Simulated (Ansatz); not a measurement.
# CF2 (SMILES F[C]F) at 6 levels

We compute a comparison of 6 runs (BHLYP/STO-3G, PBE0/STO-3G, UPBE0/STO-3G, wB97M-V/STO-3G, CCSDT/STO-3G, CCSD/STO-3G) of CF2. 

The results are computed with Ansatz 0.2.0.

40 further runs of the same task are left out: 4 that didn't finish, 36 set aside as unsound or not needed.

### 1 Starting point

CF2: 3 atoms, total charge 0, spin state singlet. As SMILES, `F[C]F`. The C2–F1 distance was set to 1.650 Å, away from the relaxed value.

Bond lengths: C2–F3 1.320 Å. A long bond or contact: F1–C2 1.650 Å.

### 2 A single-point energy at BHLYP/STO-3G (run 1)

Input file molecule.yaml:

```yaml
crystal:
  periodic: [false, false, false]
  atoms:
    - {symbol: F, position_ang: [0.414469, 1.359022, 0.378527]}
    - {symbol: C, position_ang: [0.326820, -0.272180, 0.149730]}
    - {symbol: F, position_ang: [-0.723760, -0.760620, -0.482500]}
basis:
  gaussian: {orbitals: STO-3G}
hamiltonian: {xc: {name: BHLYP}}
accuracy: high
```

Run with:

```console
$ ansatz run molecule.yaml --threads 1 --pin off --max-ram 2610MiB --events-out events.jsonl --progress --plain --runs-dir runs
```

The program printed:

```text
Warning: RAYON_NUM_THREADS=1 ignored (pool sized by the plan → 1); use --threads N
Functional definition: BHLYP
  name "BHLYP"
  parameter a = 0.5
  exchange = (1 - a)*b88_x + a*exact_x
  correlation = lyp_c
249 factors; integrals over basis functions are off by at most 4.1e-8 eV
mean field evaluation 1: about -6369.6450 eV, gradient 2.4e1 eV
mean field evaluation 2: about -6347.9066 eV, gradient 9.8e1 eV
mean field evaluation 4: about -6372.6551 eV, gradient 2.8e0 eV
mean field evaluation 8: about -6372.7253 eV, gradient 9.1e-2 eV
mean field evaluation 16: about -6372.7253 eV, gradient 1.1e-6 eV
mean field -6372.72534210 eV, -234.1933367338 hartree, gradient 2.7e-8 eV, S^2 0.000000; 0 other end points of the search recorded, 0 dependent functions left out
reference -6372.72535222 eV, -234.1933371056 hartree; 12, 12 occupied and 3, 3 virtual orbitals, 249 factors
Total energy: -6372.72535222 eV, -234.1933371056 hartree
```

Run time: 0.75 s. Hardware: 1 thread of Arm Neoverse V1, shared host.

### 3 The energy at PBE0/STO-3G (run 2)

Input file input.yaml:

```yaml
crystal:
  periodic: [false, false, false]
  atoms:
    - {symbol: F, position_ang: [0.414469, 1.359022, 0.378527]}
    - {symbol: C, position_ang: [0.326820, -0.272180, 0.149730]}
    - {symbol: F, position_ang: [-0.723760, -0.760620, -0.482500]}
basis:
  gaussian: {orbitals: STO-3G}
accuracy: high
magnetization: {spin_polarized: false}
hamiltonian: {xc: {name: PBE0}}
```

Run with:

```console
$ ansatz run input.yaml --threads 1 --pin off --max-ram 2610MiB --events-out events.jsonl --progress --plain --runs-dir runs
```

The program printed:

```text
Warning: RAYON_NUM_THREADS=1 ignored (pool sized by the plan → 1); use --threads N
Functional definition: PBE0
  name "PBE0"
  parameter a = 0.25
  parameter kappa = 0.804
  parameter beta = 0.06672455060314922
  exchange = (1 - a)*pbe_x(kappa = kappa, mu = beta*pi^2/3) + a*exact_x
  correlation = pbe_c(beta = beta)
249 factors; integrals over basis functions are off by at most 4.1e-8 eV
mean field evaluation 1: about -6367.5407 eV, gradient 2.1e1 eV
mean field evaluation 2: about -6321.3332 eV, gradient 1.3e2 eV
mean field evaluation 4: about -6369.5817 eV, gradient 2.6e0 eV
mean field evaluation 8: about -6369.5886 eV, gradient 3.3e-1 eV
mean field evaluation 16: about -6369.5890 eV, gradient 5.3e-6 eV
mean field -6369.58900438 eV, -234.0780784486 hartree, gradient 4.2e-8 eV, S^2 0.000000; 0 other end points of the search recorded, 0 dependent functions left out
reference -6369.58900496 eV, -234.0780784699 hartree; 12, 12 occupied and 3, 3 virtual orbitals, 249 factors
Total energy: -6369.58900496 eV, -234.0780784699 hartree
```

Wall time 0.62 s (1 thread of Arm Neoverse V1, shared host).

Runs 3 to 4 aren't shown in full; the table further down has their settings and results.

### 4 A single-point energy at CCSDT/STO-3G (run 5)

Input file job.yaml:

```yaml
crystal:
  periodic: [false, false, false]
  atoms:
    - symbol: F
      position_ang: [0.414469, 1.359022, 0.378527]
    - symbol: C
      position_ang: [0.326820, -0.272180, 0.149730]
    - symbol: F
      position_ang: [-0.723760, -0.760620, -0.482500]
basis:
  gaussian: {orbitals: STO-3G}
correlation: {method: ccsdt, frozen_orbitals: {C: 1, F: 1}}
accuracy: high
scf: {omitted_lower_state_checks: [cluster_reference, increment]}
```

Run with:

```console
$ ansatz run job.yaml --threads 1 --pin off --max-ram 2610MiB --events-out events.jsonl --progress --plain --runs-dir runs
```

The program printed (excerpt; [...] marks lines left out):

```text
Warning: RAYON_NUM_THREADS=1 ignored (pool sized by the plan → 1); use --threads N
Functional definition: HF
  name "HF"
[...]
249 factors; integrals over basis functions are off by at most 4.1e-8 eV
[...]
mean field -6348.73846410 eV, -233.3118352262 hartree, gradient 2.4e-8 eV, S^2 0.000000; 0 other end points of the search recorded, 0 dependent functions left out; unrestricted orbitals would lower it
3 core orbitals not correlated: weight in the atoms' cores, before any rotation towards them, 1.000 or more for the frozen orbitals, at most 0.000 for the correlated occupied ones
reference -6348.73846410 eV, -233.3118352262 hartree; 9, 9 occupied and 3, 3 virtual orbitals, 249 factors
second order -2.90828260 eV of doubles, -0.00000000 eV of singles
cycle   1  -3.23106213 eV  change   -3.2e-1 eV  update   1.4e-1
[...]
cycle  33  -4.16204456 eV  change  -5.9e-10 eV  update  5.5e-10
Total energy: -6352.90050866 eV, -233.4647875425 hartree
Checks for a lower state left out: cluster_reference, increment
```

Run time: 0.36 s. Hardware: 1 thread of Arm Neoverse V1, shared host.

### 5 A single-point energy at CCSD/STO-3G (run 6)

Edit input.yaml of step 3 so:

```diff
@@ -7,5 +7,9 @@
 basis:
-  gaussian: {orbitals: STO-3G}
+  gaussian:
+    orbitals: STO-3G
+correlation:
+  method: ccsd
+  frozen_orbitals: {C: 1, F: 1}
 accuracy: high
-magnetization: {spin_polarized: false}
-hamiltonian: {xc: {name: PBE0}}
+scf:
+  omitted_lower_state_checks: [cluster_reference, increment]
```

Run with:

```console
$ ansatz run input.yaml --threads 1 --pin off --max-ram 2610MiB --events-out events.jsonl --progress --plain --runs-dir runs
```

The program printed (excerpt; [...] marks lines left out):

```text
Warning: RAYON_NUM_THREADS=1 ignored (pool sized by the plan → 1); use --threads N
[... 2 set-up lines as earlier in the session ...]
[...]
249 factors; integrals over basis functions are off by at most 4.1e-8 eV
[...]
mean field -6348.73846410 eV, -233.3118352262 hartree, gradient 2.4e-8 eV, S^2 0.000000; 0 other end points of the search recorded, 0 dependent functions left out; unrestricted orbitals would lower it
3 core orbitals not correlated: weight in the atoms' cores, before any rotation towards them, 1.000 or more for the frozen orbitals, at most 0.000 for the correlated occupied ones
reference -6348.73846410 eV, -233.3118352262 hartree; 9, 9 occupied and 3, 3 virtual orbitals, 249 factors
second order -2.90828260 eV of doubles, -0.00000000 eV of singles
cycle   1  -3.23106213 eV  change   -3.2e-1 eV  update   1.3e-1
[...]
cycle  26  -3.77015256 eV  change  -8.5e-10 eV  update  3.8e-10
Total energy: -6352.50861666 eV, -233.4503857773 hartree
Checks for a lower state left out: cluster_reference, increment
```

Run time: 0.18 s. Hardware: 1 thread of Arm Neoverse V1, shared host.

### 6 Overview of the runs

```tsv
run	level	frozen core orbitals	energy (Eh)	wall time
1	BHLYP/STO-3G	–	-234.193337	0.75 s
2	PBE0/STO-3G	–	-234.078078	0.62 s
3	UPBE0/STO-3G	–	-234.078078	1.2 s
4	wB97M-V/STO-3G	–	-234.291805	11 s
5	CCSDT/STO-3G	3	-233.464788	0.36 s
6	CCSD/STO-3G	3	-233.450386	0.18 s
```

### 7 What came out

| quantity | value |
| --- | --- |
| run 6: total energy | -233.45039 Eh |
| run 6: correlation energy (3 core orbitals frozen) | -138.6 mEh |
| run 6: T1 diagnostic | 0.029 |

What this shows: Totals of different functionals can't be ranked against each other. In runs 5, 6 the log says that unrestricted orbitals would lower the reference, so the values rest on an unstable closed-shell determinant (other closed-shell runs at this shape may share the fault). In runs 1, 2, 3, 4, 5, 6 the basis is minimal, so the values are rough. All runs together took 14 s, the longest 11 s.
